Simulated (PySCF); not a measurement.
Mapped SMILES: `[CH2:1]1[CH2:2][S:3][CH2:4]1` (H(Xn): hydrogen on atom n).

One conformer, non-relativistic, rapidly exchanging positions averaged, no solvent. Geometry: PBE0-D3(BJ)/def2-TZVP; shielding tensors at PBE0/pcSseg-2 (GIAO); PySCF 2.14.0 with density-fitted response routines.

Predict the 2D correlation tables (HSQC, COSY, HMBC).

## Answers



HSQC (one-bond C–H):
| δH | δC |
| --- | --- |
| 3.16 (H(C2)/H(C4)) | 31.9 (C2/C4) |
| 2.85 (H(C1)) | 31.2 (C1) |

COSY cross peaks (H two or three bonds apart, from the bond graph; peaks can be absent where the dihedral angle is near 90°):
| δH | δH |
| --- | --- |
| 3.16 (H(C2)/H(C4)) | 2.85 (H(C1)) |

HMBC (two and three bonds, from the bond graph):
| δH | δC |
| --- | --- |
| 3.16 (H(C2)/H(C4)) | 31.9 (C2/C4), 31.2 (C1) |
| 2.85 (H(C1)) | 31.9 (C2/C4) |

Referencing at the same level of theory: 1H (σref 31.52), 13C (σref 186.03) against TMS.

Shifts are as computed. Against solution values, carbons near 30 ppm lie about +3 ppm off and those near 130 ppm about +9 ppm; carbons on S a further +4 ppm. Of 1211 compounds with measured shifts, 218 miss one by over three times the rms of a fit or turn the order of signals round; such compounds aren't used in these exercises.
